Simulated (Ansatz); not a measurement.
## Other spins and charges of BGe⁺, singlet at one geometry

Geometry (PBE0/def2-TZVP stationary point for this spin):

```xyz
2

Ge    0.0000    0.0000    0.0000
B     0.0000    0.0000    2.5640
```

Basis cc-pVTZ; Ansatz 0.2.0. Correlated methods freeze the noble-gas cores and the filled d shells of p-block atoms. Prefix R: restricted or restricted open-shell reference. Active spaces: valence = (6e, 8o) chosen from the atoms' valence shells. No spin–orbit coupling is included, and no scalar relativity.

Gaps are energies of the second state less the first, at fixed atoms, for a selection of the levels run; each method lands on the state that its own search finds for that charge and spin.

Triplet less singlet: -0.311 eV at full CI (singlet A1, triplet B1, in C2v).

```tsv
level	gap (eV)	error (meV)
RHF	-0.794	-483
RMP2	-0.470	-159
CISD	-0.428	-117
RCCSD	-0.296	15
RCCSD(T)	-0.304	7
BCCD(T)	-0.308	3
RCCSDT	-0.323	-12
RCCSDT(Q)	-0.316	-5
CASSCF (valence space)	-0.203	108
NEVPT2 (valence space)	-0.453	-142
MRCISD (valence space)	-0.366	-55
MRCISD+Q (valence space)	-0.383	-72
```

Full CI is exact within this basis and frozen core; it isn't the basis-set limit.
